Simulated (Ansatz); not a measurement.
## Ansatz (development build ahead of 0.2.0) run

```yaml
crystal:
  periodic: [false, false, false]
  atoms:
    - { symbol: "N", position_ang: [0.0, 0.0, -1.176] }
    - { symbol: C, position_ang: [0.0, 0.0, 0.0] }
    - { symbol: O, position_ang: [0.0, 0.0, 1.18188] }
basis:
  gaussian: { orbitals: cc-pVTZ }
magnetization:
  initial_magnetization: 1
hamiltonian:
  xc: hf
correlation:
  method: ccsd_t
  frozen_orbitals: { C: 1, "N": 1, O: 1 }
```

The input is written out in the form of the current development build from the run's settings. Correlation on restricted open-shell orbitals is semicanonical, with singles.

Output:

```yaml
Converged: yes
Reference_energy: -167.17558 hartree
CCSD_correlation_energy: -0.54392 hartree
Triples_correction: -0.02708 hartree
Total_energy: -167.74659 hartree
Spin_squared_of_the_determinant: 0.750
```
